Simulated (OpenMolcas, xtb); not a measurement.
## A ladder of methods for SiHF (SMILES F[SiH])

The species is SiHF (3 atoms), meant as a singlet with charge 0. As SMILES, `F[SiH]`. The shape is that of a PBE0-D4/def2-TZVP optimisation.

```xyz
3

F    -1.0902    0.0244   -0.6023
Si    0.1868    0.6294    0.1738
H     0.8924   -0.7186    0.4153
```

Each level gives the dipole moment (D). The values are calculated.

```
             level            kind     program  value (D)   CPU time
          GFN0-xTB  semi-empirical         xtb       1.95  under 2 s
    HF/def2-TZVPPD    Hartree–Fock  OpenMolcas       1.10       23 s
 SVWN5/def2-TZVPPD             LDA  OpenMolcas       0.91       29 s
   PBE/def2-TZVPPD             GGA  OpenMolcas       0.85       35 s
 M06-L/def2-TZVPPD        meta-GGA  OpenMolcas       0.87       43 s
r2SCAN/def2-TZVPPD        meta-GGA  OpenMolcas       0.85       41 s
  PBE0/def2-TZVPPD   global hybrid  OpenMolcas       0.96       36 s
```

The values span 0.85 to 1.95 D. Magnitudes only. CPU times are rough (shared hosts, several kinds of processor): they show what a rung costs within a factor of a few.
